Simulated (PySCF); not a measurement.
phosphonium, H4P (charge +1), SMILES [PH4+], point group Td.

Level: B3LYP/pcSseg-2 in PySCF (density fitting, grid level 2); geometry and Hessian at that level, cubic constants and property derivatives from steps of ±0.6 along each species' dimensionless normal coordinates, second-order vibrational perturbation theory. The parent has the commonest isotopes.

Equilibrium geometry (Å):

```tsv
atom	x	y	z
P1	0.0069	0.0023	-0.0137
H2	1.0918	0.2256	-0.8661
H3	-0.6527	1.2107	0.2273
H4	-0.8773	-0.8999	-0.6118
H5	0.4658	-0.5273	1.1956
```

Species: ²H at 2. Output of the displacement run:

```
mode    cm-1    km/mol   phi_rrr   E(+)/cm-1  E(-)/cm-1
  1    862.15     6.95      17.0     155.86     154.69
  2    862.39     6.95       1.7     155.39     155.22
  3    991.46     7.76     -96.2     175.11     182.08
  4   1094.44     1.21     -61.6     194.95     199.33
  5   1094.74     1.20     -29.2     196.14     198.21
  6   1819.97     7.37    -859.3     298.72     360.51
  7   2509.52     8.88     810.3     482.18     423.78
  8   2547.45    32.74     243.5     469.36     451.88
  9   2547.47    32.74     530.3     479.65     441.57
```

For the shielding of H5 (σe = 25.58 ppm):

| mode | ω (cm⁻¹) | Σr φrrs (cm⁻¹) | ∂σ/∂q | ∂²σ/∂q² |
| --- | --- | --- | --- | --- |
| 1 | 862 | 2 | -0.130 | -0.187 |
| 2 | 862 | -4 | 0.006 | -0.051 |
| 3 | 991 | -15 | -0.052 | -0.204 |
| 4 | 1094 | 1 | 0.062 | -0.127 |
| 5 | 1095 | 1 | -0.009 | -0.400 |
| 6 | 1820 | -869 | -0.116 | -0.007 |
| 7 | 2510 | 1715 | 1.476 | 0.155 |
| 8 | 2547 | 1 | -0.275 | 0.001 |
| 9 | 2547 | 2 | 1.897 | 0.218 |

Work out the zero-point average of this shielding.

With ⟨qs⟩ = −Σr φrrs/(4ωs) and ⟨qs²⟩ = 1/2: the mean displacements are -0.001, 0.001, 0.004, 0.000, 0.000, 0.119, -0.171, 0.000, 0.000. The anharmonic term Σ (∂σ/∂q)⟨q⟩ is -0.27 ppm, the harmonic term ¼ Σ ∂²σ/∂q² is -0.15 ppm, so ⟨σ⟩ = 25.16 ppm.
